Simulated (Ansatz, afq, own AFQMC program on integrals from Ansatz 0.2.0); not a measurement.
**Atomization energy of Al2H2, singlet**

```
atom   x (Å)    y (Å)    z (Å)
  Al  0.0000  -0.1535   1.3084
  Al  0.0000   0.1535  -1.3084
   H  0.0000   1.1439   2.2825
   H  0.0000  -1.1439  -2.2825
```

Connectivity, by distances: AlH–AlH.

Atoms in their ground-state spins without spin–orbit coupling (mostly on UHF) minus the molecule (RHF), without zero-point energy. The geometry is a stationary point, not shown to be a minimum.

Basis cc-pVDZ. Only valence electrons are correlated. Integrals, coupled cluster, full CI and functionals: Ansatz 0.2.0; the random walks run on the same integrals in our own AFQMC program. The CISD trial takes its coefficients from CCSD amplitudes. Released means that phaseless walkers are propagated on without the constraint, phases kept. Error bars are statistical, one sigma. The errors of all members are added in quadrature.

No full CI on the walks' own integrals is used here; CCSDT(Q) serves as the reference and is uncertain by about the last step of the cluster series. Each member takes its own surest rung, up to full CI.

The best estimate is CCSD(T) at the basis-set limit (CBS: def2-TZVPP and def2-QZVPP, with their diffuse functions for anions and beside diffuse sets, CCSD(T) itself extrapolated) plus the step from CCSD(T) to CCSDT(Q) in cc-pVDZ. Rows without CBS are in cc-pVDZ; B2PLYP and the wave-function rows carry a basis error of their own. Core correlation and relativity beyond core potentials are missing, and ± holds the sampling alone.

Cautions: Al₂H₂ (singlet): restricted determinant unstable towards unrestricted (UHF 377 meV lower, ⟨S²⟩ 0.73), strong correlation (T1 0.024, weight of the determinant 0.83, largest double 0.21).

Best estimate: 693.3 kJ/mol.

| level | atomization energy (kJ/mol) | error against the best estimate (kJ/mol) |
| --- | --- | --- |
| HF | 447.1 | -246.2 |
| MP2 | 593.0 | -100.3 |
| CCSD | 609.3 | -84.0 |
| CCSD(T) | 620.1 | -73.2 |
| ph-AFQMC/CISD | 622.4 ± 0.9 | -70.9 ± 0.9 |
| released AFQMC | 622.1 ± 1.2 | -71.2 ± 1.2 |
| HF/CBS | 462.8 | -230.5 |
| MP2/CBS | 662.4 | -30.9 |
| CCSD(T)/CBS | 690.3 | -3.0 |
| surest rungs in cc-pVDZ | 623.1 | -70.2 |

Correlation beyond CCSD(T) adds 3.0 kJ/mol. Going to the basis-set limit adds 70.2 kJ/mol at CCSD(T). The perturbative (T) step is worth +10.8 kJ/mol. Where the cautions show a poor determinant, the low rows tell how each method copes with it, not its usual error.

Best estimates are given only where the step beyond CCSD(T) is under 0.3 eV and no member's determinant is very poor (T1 over 0.05, or 0.07 for open shells, ⟨S²⟩ too high by 0.3, two states mixed), so the hardest cases are missing from such tables.

Each member of a difference takes its own highest rung, so a best estimate needn't equal the limit plus the step of one row. A walk keeps the symmetry of its determinant, which the program's search chose and which needn't be the lowest solution, so a lower state of the same spin and another symmetry isn't excluded. Released energies are given only where the last usable release times agree within the noise; a slower fall can still hide under it.
